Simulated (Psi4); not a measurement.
# BNH2O (SMILES BN=O): DSD-PBEP86/aug-cc-pVDZ (density fitting for correlation)

Aim: the vertical ionisation energy of BNH2O at DSD-PBEP86/aug-cc-pVDZ (density fitting for correlation), from 2 runs. 

Program for the calculation: Psi4 1.11.

3 further runs of the same task are left out: 1 that didn't finish, 2 set aside as unsound or not needed.

## 1. The molecule

BNH2O has 5 atoms, charge 0, and is taken as a singlet. As SMILES, `BN=O`. Geometry: relaxed at GFN2-xTB.

Bond lengths: B1–N2 1.295 Å, N2–O3 1.192 Å, B1–H4 1.165 Å, B1–H5 1.166 Å. Angles: B1–N2–O3 179.9°, N2–B1–H4 118.8°, N2–B1–H5 118.8°, H4–B1–H5 122.4°.

## 2. The energy at DSD-PBEP86/aug-cc-pVDZ (density fitting for correlation)

job.py reads:

```python
import psi4

psi4.set_memory(1600000000)
psi4.set_num_threads(1)
psi4.core.set_output_file('output.dat', False)

molecule = psi4.geometry("""
0 1
B     -0.303260     0.384710    -0.206480
N      0.435210    -0.552070     0.296940
O      1.113730    -1.415380     0.760240
H     -1.158940     0.091910    -0.941520
H     -0.086740     1.490830     0.090820
units angstrom
symmetry c1
""")

psi4.set_options({
    'puream': True,
    'e_convergence': 1e-09,
    'd_convergence': 1e-08,
    'scf_type': 'pk',
    'dft_radial_points': 99,
    'dft_spherical_points': 590,
    'num_frozen_docc': 3,
})

energy_value = psi4.energy("dsd-pbep86/aug-cc-pVDZ")
print('E =', round(energy_value, 9))
```

Launch:

```
$ python job.py
```

output.dat:

```text
[...]
  Running in c1 symmetry.
[...]
  Nuclear repulsion =   58.612788367927152
[...]
  Multiplicity = 1
[...]
  Nalpha       = 11
  Nbeta        = 11
[...]
    Number of basis functions: 87
[...]
   @RKS iter   1:  -155.34976026335727   -6.70192e-01   3.33944e-03 DIIS/ADIIS
[...]
   @RKS iter  11:  -155.40738730592119   -7.63691e-11   9.61354e-09 DIIS
[...]
    Orbital Energies [Eh]
    ---------------------
    Doubly Occupied:
       1A    -20.191741     2A    -15.300986     3A     -7.313517
       4A     -1.445330     5A     -0.995474     6A     -0.720081
       7A     -0.642594     8A     -0.614983     9A     -0.565811
      10A     -0.462874    11A     -0.355083
[...]
  @RKS Final Energy:  -155.40738730592119
   => Energetics <=
    Nuclear Repulsion Energy =             58.6127883679271520
    One-Electron Energy =                -326.7070249768528925
    Two-Electron Energy =                 118.4407495718241847
    DFT Exchange-Correlation Energy =      -5.7539002688196810
    Empirical Dispersion Energy =           0.0000000000000000
    VV10 Nonlocal Energy =                  0.0000000000000000
    Total Energy =                       -155.4073873059211905
[...]
 Multipole Moments:
 ------------------------------------------------------------------------------------
     Multipole            Electronic (a.u.)      Nuclear  (a.u.)        Total (a.u.)
 ------------------------------------------------------------------------------------
 L = 1.  Multiply by 2.5417464519 to convert [e a0] to [Debye]
 Dipole X            :          1.0710915           -1.2889368           -0.2178453
 Dipole Y            :         -1.3617683            1.6382498            0.2764816
 Dipole Z            :          0.7323969           -0.8807805           -0.1483836
 Magnitude           :                                                    0.3819899
[...]
```

The script printed:

```text
E = -155.653944418
```

Run time: 9.9 s. Hardware: 1 thread of Intel Xeon Platinum 8488C (Sapphire Rapids), shared host; peak memory 1 GiB.

## 3. The doublet cation

job.in reads:

```
memory 1.6 GB

molecule molecule1 {
  1 2
  B     -0.303260     0.384710    -0.206480
  N      0.435210    -0.552070     0.296940
  O      1.113730    -1.415380     0.760240
  H     -1.158940     0.091910    -0.941520
  H     -0.086740     1.490830     0.090820
  units angstrom
  symmetry c1
}

set globals {
  basis aug-cc-pVDZ
  reference uks
  puream true
  e_convergence 1e-09
  d_convergence 1e-08
  scf_type pk
  dft_radial_points 99
  dft_spherical_points 590
  num_frozen_docc 3
  maxiter 200
}

e, wfn = energy("dsd-pbep86", return_wfn=True)
print_variables()
```

Launch:

```
$ psi4 job.in job.out -n 1
```

job.out:

```text
[...]
  Running in c1 symmetry.
[...]
  Nuclear repulsion =   58.612788367927152
[...]
  Multiplicity = 2
[...]
  Nalpha       = 11
  Nbeta        = 10
[...]
    Number of basis functions: 87
[...]
   @UKS iter   1:  -154.97476096471729   -2.95193e-01   4.14110e-03 ADIIS/DIIS
[...]
   @UKS iter  19:  -155.05996452237920   -4.26326e-12   2.84367e-09 DIIS
[...]
   @S^2 Observed:                7.952228816E-01
[...]
    Orbital Energies [Eh]
    ---------------------
    Alpha Occupied:
       1A    -20.594191     2A    -15.649129     3A     -7.627905
       4A     -1.818029     5A     -1.351688     6A     -1.072987
       7A     -1.036450     8A     -0.964379     9A     -0.831582
      10A     -0.752199    11A     -0.741762
    Alpha Virtual:
      12A     -0.339843    13A     -0.184012    14A     -0.131368
      15A     -0.090421    16A     -0.085742    17A     -0.072489
      18A     -0.053199    19A     -0.042153    20A     -0.038887
      21A     -0.006451    22A     -0.006019    23A      0.010763
      24A      0.012326    25A      0.034862    26A      0.047956
[...]
  @UKS Final Energy:  -155.05996452237920
   => Energetics <=
    Nuclear Repulsion Energy =             58.6127883679271520
    One-Electron Energy =                -319.5596863462689043
    Two-Electron Energy =                 111.5330308539795823
    DFT Exchange-Correlation Energy =      -5.6460973980170257
    Empirical Dispersion Energy =           0.0000000000000000
    VV10 Nonlocal Energy =                  0.0000000000000000
    Total Energy =                       -155.0599645223792038
[...]
 Multipole Moments:
 ------------------------------------------------------------------------------------
     Multipole            Electronic (a.u.)      Nuclear  (a.u.)        Total (a.u.)
 ------------------------------------------------------------------------------------
 L = 1.  Multiply by 2.5417464519 to convert [e a0] to [Debye]
 Dipole X            :          0.7550723           -1.2889368           -0.5338645
 Dipole Y            :         -0.9602573            1.6382498            0.6779926
 Dipole Z            :          0.5169227           -0.8807805           -0.3638578
 Magnitude           :                                                    0.9365243
[...]
```

Wall time 20 s (1 thread of Intel Xeon Platinum 8488C (Sapphire Rapids), shared host); peak memory 1 GiB.

## 4. Results

At DSD-PBEP86/aug-cc-pVDZ (density fitting for correlation), 3 core orbitals frozen:

```
                                                                quantity          value
                                             singlet BNH2O: total energy  -155.65394 Eh
                        singlet BNH2O: HOMO energy (SCF part's orbitals)       -9.66 eV
                        singlet BNH2O: LUMO energy (SCF part's orbitals)       -0.49 eV
                      singlet BNH2O: HOMO–LUMO gap (SCF part's orbitals)        9.17 eV
                                            doublet cation: total energy  -155.29159 Eh
doublet cation: HOMO energy (SCF part's orbitals) (highest over α and β)      -20.18 eV
 doublet cation: LUMO energy (SCF part's orbitals) (lowest over α and β)       -9.34 eV
                                                    doublet cation: ⟨S²⟩          0.795
                      vertical ionisation energy (to the doublet cation)       9.860 eV
```

**Reading.** Removing an electron at fixed nuclei costs 9.86 eV (227 kcal/mol). −ε(HOMO) before ionisation, 9.66 eV, is 0.20 eV below this ionisation energy.
